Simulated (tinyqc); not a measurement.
CCD on RHF in the sto-3g basis, for H2O, spin multiplicity 1, step by step. One step of it, computed by the program tinyqc.

Problem. Iteration 8 (converged): orbitals. Diagonalise F' = X^T F X, C = X C', fill 5 alpha and 5 beta electrons from the bottom; D = 2 C_occ C_occ^T. Each column has its largest component positive (the first on a tie).

converged F (hartree), order 1O 1s, 1O 2s, 1O 2px, 1O 2py, 1O 2pz, 2H 1s, 3H 1s:
```
[[-20.243032, -5.163338, 0.000000, 0.000000, -0.027842, -1.044021, -1.044021],
 [-5.163338, -2.430469, 0.000000, 0.000000, -0.104923, -0.929303, -0.929303],
 [0.000000, 0.000000, -0.389676, 0.000000, 0.000000, 0.000000, 0.000000],
 [0.000000, 0.000000, 0.000000, -0.279517, 0.000000, -0.378100, 0.378100],
 [-0.027842, -0.104923, 0.000000, 0.000000, -0.319376, -0.355173, -0.355173],
 [-1.044021, -0.929303, 0.000000, -0.378100, -0.355173, -0.508027, -0.335480],
 [-1.044021, -0.929303, 0.000000, 0.378100, -0.355173, -0.335480, -0.508027]]
```

X, order 1O 1s, 1O 2s, 1O 2px, 1O 2py, 1O 2pz, 2H 1s, 3H 1s:
```
[[1.023971, -0.140535, 0.000000, 0.000000, -0.009237, 0.020806, 0.020806],
 [-0.140535, 1.205564, 0.000000, 0.000000, 0.095467, -0.263004, -0.263004],
 [0.000000, 0.000000, 1.000000, 0.000000, 0.000000, 0.000000, 0.000000],
 [0.000000, 0.000000, 0.000000, 1.093986, 0.000000, -0.205640, 0.205640],
 [-0.009237, 0.095467, 0.000000, 0.000000, 1.049631, -0.137207, -0.137207],
 [0.020806, -0.263004, 0.000000, -0.205640, -0.137207, 1.173865, -0.080110],
 [0.020806, -0.263004, 0.000000, 0.205640, -0.137207, -0.080110, 1.173865]]
```

Give: F' = X^T F X; orbital energies; coefficients C; D after iteration 8.

Solution.

F' = X^T F X (hartree):
```
[[-19.865, -2.692, 0.000, 0.000, -0.056, -0.145, -0.145],
 [-2.692, -1.266, 0.000, 0.000, 0.112, -0.469, -0.469],
 [0.000, 0.000, -0.390, 0.000, 0.000, 0.000, 0.000],
 [0.000, 0.000, 0.000, -0.009, 0.000, -0.443, 0.443],
 [-0.056, 0.112, 0.000, 0.000, -0.171, -0.324, -0.324],
 [-0.145, -0.469, 0.000, -0.443, -0.324, 0.003, -0.092],
 [-0.145, -0.469, 0.000, 0.443, -0.324, -0.092, 0.003]]
```

orbital energies (hartree): [-20.252, -1.243, -0.586, -0.450, -0.390, 0.554, 0.672]

coefficients C, order 1O 1s, 1O 2s, 1O 2px, 1O 2py, 1O 2pz, 2H 1s, 3H 1s:
```
[[0.994, -0.235, 0.000, 0.101, 0.000, -0.123, 0.000],
 [0.025, 0.855, 0.000, -0.521, 0.000, 0.787, 0.000],
 [0.000, 0.000, 0.000, 0.000, 1.000, 0.000, 0.000],
 [0.000, 0.000, 0.608, 0.000, 0.000, 0.000, 0.955],
 [0.004, 0.112, 0.000, 0.759, 0.000, 0.748, 0.000],
 [-0.005, 0.154, 0.449, 0.302, 0.000, -0.756, -0.792],
 [-0.005, 0.154, -0.449, 0.302, 0.000, -0.756, 0.792]]
```

D after iteration 8, order 1O 1s, 1O 2s, 1O 2px, 1O 2py, 1O 2pz, 2H 1s, 3H 1s:
```
[[2.108, -0.456, 0.000, 0.000, 0.108, -0.022, -0.022],
 [-0.456, 2.004, 0.000, 0.000, -0.599, -0.052, -0.052],
 [0.000, 0.000, 2.000, 0.000, 0.000, 0.000, 0.000],
 [0.000, 0.000, 0.000, 0.739, 0.000, 0.546, -0.546],
 [0.108, -0.599, 0.000, 0.000, 1.178, 0.492, 0.492],
 [-0.022, -0.052, 0.000, 0.546, 0.492, 0.633, -0.174],
 [-0.022, -0.052, 0.000, -0.546, 0.492, -0.174, 0.633]]
```
